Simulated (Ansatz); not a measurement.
CaB6-type CaB₆ was calculated with PBE (Ansatz, a first-principles code, PAW).

Numerical settings: plane-wave cutoff 520 eV, 8×8×8 k mesh, Fermi–Dirac smearing 0.01 eV, scalar-relativistic PAW data made under PBE.

Cell (relaxed at this level):

```yaml
crystal:
  lattice:
    - [4.14751, 0.00000, 0.00000]
    - [0.00000, 4.14751, 0.00000]
    - [0.00000, 0.00000, 4.14751]
  atoms:
    - { symbol: Ca, position: [0.00000, 0.00000, 0.00000] }
    - { symbol: B, position: [0.79819, 0.50000, 0.50000] }
    - { symbol: B, position: [0.50000, 0.20181, 0.50000] }
    - { symbol: B, position: [0.50000, 0.79819, 0.50000] }
    - { symbol: B, position: [0.20181, 0.50000, 0.50000] }
    - { symbol: B, position: [0.50000, 0.50000, 0.79819] }
    - { symbol: B, position: [0.50000, 0.50000, 0.20181] }
```

Question: Give the computed bulk modulus B0 and pressure derivative B′ of the bulk modulus.

Answer: 
* **bulk modulus B0**: 150 GPa
* **pressure derivative B′ of the bulk modulus**: 3.6

The run finds no gap.

Measured, for comparison: bulk modulus 170 ± 5 GPa (room temperature, not corrected to a static lattice; as tabulated in Structural stability and vibrational characteristics of CaB6 under high …). Computed (rounded) less measured: bulk modulus -12 %.

Note: the gap of the solid is closed in this run; this level leaves the solid without a gap, although one is measured; the bulk modulus comes from volumes at which shape and atoms were relaxed.

Computed values are for the static lattice.

Computing time: roughly 90 core-seconds.
